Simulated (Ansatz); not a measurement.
Geometry optimisation, Ansatz, RKS B3LYP-D4/def2-SVP.

Input:

```yaml
crystal:
  periodic: [false, false, false]
  atoms:
    - { symbol: "N", position_ang: [-1.25476, 0.66016, -0.35976] }
    - { symbol: C, position_ang: [-0.28095, 0.92328, 0.36916] }
    - { symbol: S, position_ang: [1.23407, 0.02955, 0.52503] }
    - { symbol: O, position_ang: [0.9433, -1.2076, -0.54157] }
    - { symbol: H, position_ang: [-1.15581, -0.16845, -0.9441] }
    - { symbol: H, position_ang: [-0.28881, 1.79269, 1.01072] }
    - { symbol: H, position_ang: [0.80295, -2.02963, -0.05949] }
basis:
  gaussian: { orbitals: def2-SVP }
hamiltonian:
  xc: b3lyp
  dispersion: d4
relax:
  f_tol: 0.015
  max_steps: 40
```

Run as:

```bash
$ ansatz run input.yaml --threads 1 --pin off --max-ram 2048MiB --backend cpu --events-out ev --progress --plain --runs-dir out
```

Problem. Where does it end, and by what steps?

Solution. It converged. After 8 steps the energy has fallen by 0.068 eV; H7 moved furthest, 0.15 Å.

```
step  energy less start (eV)  largest force component (eV/Å)  accepted
   0                  0.0000                           1.450       yes
   1                 -0.0470                           0.684       yes
   2                 -0.0527                           0.492       yes
   3                 -0.0653                           0.210       yes
   4                 -0.0670                           0.108       yes
   5                 -0.0682                           0.031       yes
   6                 -0.0682                           0.025       yes
   7                 -0.0683                           0.025       yes
   8                 -0.0683                           0.006       yes
```

```xyz
7
Properties=species:S:1:pos:R:3
N -1.270 0.622 -0.362
C -0.285 0.914 0.372
S 1.273 0.051 0.508
O 0.977 -1.205 -0.575
H -1.064 -0.217 -0.922
H -0.299 1.798 1.033
H 0.668 -1.964 -0.055
```

Whether the end is a true minimum wasn't checked by a vibrational analysis.

Run time: 28 s on 1 CPU thread of a shared host.
